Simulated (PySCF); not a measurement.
Diamond: correlation energy from several methods in one and the same small orbital space (PySCF; 2 atoms at the zone centre, 8 electrons in 58 orbitals, empty ones MP2 natural orbitals of a TZ basis, lattice constant set to 3.45999 Å). Its volume lies 9 % below that of the crystal's usual cell. It tests the methods against each other and lies far from the crystal's limit.

| method | E_corr (eV per atom) | share of CCSDT(Q) (%) | difference (meV) |
|---|---|---|---|
| MP2 | -2.9902 | 76.1 | 937 |
| CCSD | -3.7403 | 95.2 | 187 |
| CCSD(T) | -3.8885 | 99.0 | 38 |
| CCSDT | -3.9146 | 99.7 | 12 |
| CCSDT(Q) | -3.9269 | 100.0 | 0 |

MP2, (T) and (Q) use filled levels shifted down by the Madelung term, which in so small a cell is a large part of the gap, so these rows hang on it.

CCSDT(Q) is the highest level reached here, not an exact value.
